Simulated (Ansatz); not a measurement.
Compare A (`C=C=COC`) with its isomer B (`COC1=CC1`).

Computed with Ansatz on PBE0-D4/def2-TZVP structures; ΔE is electronic, products minus reactants. CCSD(T)/CBS is the MP2 limit (def2-TZVPP, def2-QZVPP) plus CCSD(T) − MP2 in def2-TZVPP, frozen cores. DFT in def2-TZVPP. B3LYP here is the variant with VWN-RPA as its local correlation; programs differ in this. Each species was taken in one conformer, which may not be the lowest.

(1) Which isomer does CCSD(T)/CBS put lower? Give the gap. (Best estimate.)

(2) Give E(B) − E(A) in kcal/mol with B2PLYP, PBE0-D4, B3LYP, r2SCAN-D4, MP2/def2-TZVPP, PBE-D4, ωB97M-V. (Estimate.)

Largest T1 diagnostic: 0.013.

## Answers

(1) The calculation gave: A, by 18.5 kcal/mol.

(2) Computed: B2PLYP 19.2, PBE0-D4 15.6, B3LYP 20.7, r2SCAN-D4 18.2, MP2/def2-TZVPP 15.3, PBE-D4 17.2, ωB97M-V 17.6. None reverses the order clearly.

From PBE to PBE0 (25 % exact exchange), in def2-TZVPP and without D4, E(B) − E(A) moves by −1.7 kcal/mol. In def2-TZVPP, CCSD(T) changes the Hartree–Fock value by −1.3 kcal/mol (the triples alone add +0.2 kcal/mol) and MP2 by −4.6 kcal/mol.
